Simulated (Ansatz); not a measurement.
# BNH₃ (doublet): the correlation ladder, cc-pVDZ

The task here is to estimate one member of a computed series from the others.

Computed with Ansatz 0.2.0, Gaussian basis. Level: cc-pVDZ, core rule «outside noble gas», up to 2 orbitals frozen.

Plan: UHF; CCSD(T) on ROHF; CCSD(T) on UHF; BCCD(T) on ROHF; CISD as a restricted active space (open shells left free, so some higher excitations enter); CCSDT(Q) on ROHF; CCSDT(Q) on UHF.

19 further runs of the same task are left out: 9 that didn't finish, 10 set aside as unsound or not needed. Runs told in other sessions of the task aren't counted.

## What is computed

The geometry is a PBE0/def2-TZVP stationary point (not a proven minimum).

5 atoms, charge 0, spin multiplicity 2.

Atoms are counted from 1 here; the program's logs count them from 0.

Bond lengths: B1–N2 1.329 Å, B1–H3 1.210 Å, B1–H4 1.203 Å, N2–H5 0.999 Å. Angles: N2–B1–H3 118.6°, N2–B1–H4 121.4°, H3–B1–H4 120.0°, B1–N2–H5 163.5°.

Geometry (Å):

```xyz
5
charge 0, multiplicity 2
B     0.0000    0.0246    0.7072
N     0.0000   -0.0432   -0.6198
H     0.0000    1.1152    1.2324
H     0.0000   -0.9691    1.3860
H     0.0000    0.1907   -1.5912
```

Set-up of the first run:

in.yaml reads:

```yaml
crystal:
  periodic: [false, false, false]
  atoms:
    - {symbol: B, position_ang: [0.000000, 0.024631, 0.707241]}
    - {symbol: N, position_ang: [0.000000, -0.043245, -0.619792]}
    - {symbol: H, position_ang: [0.000000, 1.115161, 1.232352]}
    - {symbol: H, position_ang: [0.000000, -0.969115, 1.385961]}
    - {symbol: H, position_ang: [0.000000, 0.190722, -1.591212]}
basis:
  gaussian: {orbitals: cc-pVDZ}
magnetization: {spin_polarized: true, initial_magnetization: 1}
hamiltonian: {xc: hf}
output: {orbitals: {seedname: orbitals}}
```

Launch:

```console
$ ansatz run in.yaml --threads 1 --pin off --events-out ev --progress --plain --max-ram 2393MiB
```

Steps of the session up to this table: UHF; CCSD(T) on ROHF; CCSD(T) on UHF; BCCD(T) on ROHF; CISD as a restricted active space (open shells left free, so some higher excitations enter); CCSDT(Q) on ROHF; CCSDT(Q) on UHF.

One of the session's tables, all rows but one given; the rest of the session is left out.

| method | from UCCSDT(Q) (meV) |
| --- | --- |
| ROHF | +7459.5 |
| UHF | +7299.4 |
| RMP2 | +1171.3 |
| UMP2 | ? |
| CISD | +779.9 |
| RCCSD | +240.2 |
| UCCSD | +237.2 |
| RCCSD(T) | +43.6 |
| UCCSD(T) | +44.3 |
| BCCD(T) | +42.0 |
| RCCSDT | +14.4 |
| UCCSDT | +14.0 |
| RCCSDT(Q) | +1.6 |
| UCCSDT(Q) | 0 |

**Question.** Estimate the row for UMP2.

**Answer.** from UCCSDT(Q) (meV): +1160.3. In the column «from UCCSDT(Q) (meV)» it lies between CISD (+779.9) and RMP2 (+1171.3).

With the free atoms at the same levels and basis (separate runs), the atomisation energy is 14.940 eV at UCCSDT(Q), 14.913 eV at RCCSD(T), 14.910 eV at UCCSD(T), 11.656 eV at ROHF.

Caveats from the session: Restricted and unrestricted rows rest on different reference determinants; a gap between their highest levels can come from leftover correlation error, from unlike frozen cores or from another state.
